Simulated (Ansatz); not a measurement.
**CHB (singlet): from Hartree-Fock to the top rungs at distance B1–C2 = 1.091 Å, 6-31G**

Aim: climb from Hartree-Fock through coupled cluster and multireference methods for CHB (singlet) at one geometry and basis, and see what each rung misses.

Program: Ansatz 0.2.0, Gaussian basis. Level of theory: 6-31G, core rule «outside noble gas», up to 2 orbitals frozen. These are calculated values, not measurements.

The runs, in order: UHF; CCSD(T) on RHF; CCSD(T) on UHF; BCCD(T) on RHF; CISD; CCSDT(Q) on RHF; CCSDT(Q) on UHF; CCSDTQ on RHF; CCSDTQ on UHF; CASSCF and MRCISD+Q, 2 electrons in 2 orbitals; CASSCF and NEVPT2, 2 electrons in 2 orbitals; CASSCF and MRCISD+Q, 8 electrons in 9 orbitals; CASSCF and NEVPT2, 8 electrons in 9 orbitals; Full CI.

20 further runs of the same task are left out: 17 that didn't finish, 3 set aside as unsound or not needed.

## Step 1: The geometry

The geometry derives from a PBE0/def2-TZVP stationary point (not a proven minimum). One bond is set to the value named and the two fragments are kept rigid.

3 atoms, charge 0, spin multiplicity 1.

Atoms are counted from 1 here; the program's logs count them from 0.

Bond lengths: B1–C2 1.091 Å, C2–H3 1.083 Å. Angles: B1–C2–H3 134.1°.

Geometry (Å):

```
B     0.0000    0.0607    0.6259
C     0.0000   -0.1013   -0.4530
H     0.0000    0.5556   -1.3143
```

## Step 2: UHF

in.yaml reads:

```yaml
crystal:
  periodic: [false, false, false]
  atoms:
    - {symbol: B, position_ang: [0.000000, 0.060729, 0.625855]}
    - {symbol: C, position_ang: [0.000000, -0.101291, -0.453048]}
    - {symbol: H, position_ang: [0.000000, 0.555615, -1.314265]}
basis:
  gaussian: {orbitals: 6-31G}
magnetization: {spin_polarized: true, initial_magnetization: 0}
hamiltonian: {xc: hf}
output: {orbitals: {seedname: orbitals}}
```

On the command line:

```
ansatz run in.yaml --threads 1 --pin off --events-out ev --progress --plain --max-ram 2393MiB
```

Further steps of the session: CCSD(T) on RHF; CCSD(T) on UHF; BCCD(T) on RHF; CISD; CCSDT(Q) on RHF; CCSDT(Q) on UHF; CCSDTQ on RHF; CCSDTQ on UHF; CASSCF and MRCISD+Q, 2 electrons in 2 orbitals; CASSCF and NEVPT2, 2 electrons in 2 orbitals; CASSCF and MRCISD+Q, 8 electrons in 9 orbitals; CASSCF and NEVPT2, 8 electrons in 9 orbitals; Full CI.

Before running them: what should the planned runs give, taken together? Wanted: FCI below the RHF energy; RMP2 from FCI; RCCSD from FCI; RCCSD(T) from FCI; RCCSDT(Q) from FCI; NEVPT2 pair from FCI; MRCISD+Q pair from FCI; NEVPT2 valence from FCI; T1 diagnostic.

**Answer**, as computed:

```
                         quantity                                                         value
         FCI below the RHF energy                                                    -4.7581 eV
                    RMP2 from FCI                                                  +90.0 kJ/mol
                   RCCSD from FCI                                                  +25.5 kJ/mol
                RCCSD(T) from FCI                                                   -4.9 kJ/mol
               RCCSDT(Q) from FCI                                                   -1.7 kJ/mol
             NEVPT2 pair from FCI                                                  +67.0 kJ/mol
           MRCISD+Q pair from FCI                                                   +6.4 kJ/mol
          NEVPT2 valence from FCI                                                  +27.1 kJ/mol
levels within 1 kcal/mol (43 meV)  RCCSDT, RCCSDT(Q), RCCSDTQ, MRCISD valence, MRCISD+Q valence
                    T1 diagnostic                                                         0.137
   effectively unpaired electrons                                                          0.57
```

RCCSD(T) lands -4.9 kJ/mol from the yardstick (1.1 % of the correlation energy). RCCSD(T), RCCSDT(Q) fall below full CI, which methods that aren't variational can do. The occupations show some static correlation. Of the multireference levels listed MRCISD+Q valence comes nearest in total energy (+1.2 kJ/mol), which doesn't show that its space is the better one. These misses are within one basis, not against nature.
